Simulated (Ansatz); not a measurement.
Results of PBEsol (Ansatz, a first-principles code, plane waves, PAW) for rock-salt MgS.

Numerical settings: plane-wave cutoff 520 eV, 12×12×12 k mesh, scalar-relativistic PAW data made under PBE.

The cell has the measured lattice: a = 5.2033 Å, b = 5.2033 Å, c = 5.2033 Å, α = 90.00°, β = 90.00°, γ = 90.00°.

Question: Estimate the Poisson ratio, Young modulus, elastic constant C12, Voigt–Reuss–Hill bulk modulus, elastic constant C11 and elastic constant C44 that the calculation returns.

Answer: 
- Poisson ratio: 0.212
- Young modulus: 128 GPa
- elastic constant C12: 39.5 GPa
- Voigt–Reuss–Hill bulk modulus: 74.3 GPa
- elastic constant C11: 144 GPa
- elastic constant C44: 53.5 GPa

Note: the cell isn't this level's own, so it is under some stress, which shifts stiffness and frequencies.

Elastic constants are with the ions relaxed.

The computed numbers hold no vibrational or temperature effects.

Computing time: about 50 core-seconds (a rough figure).
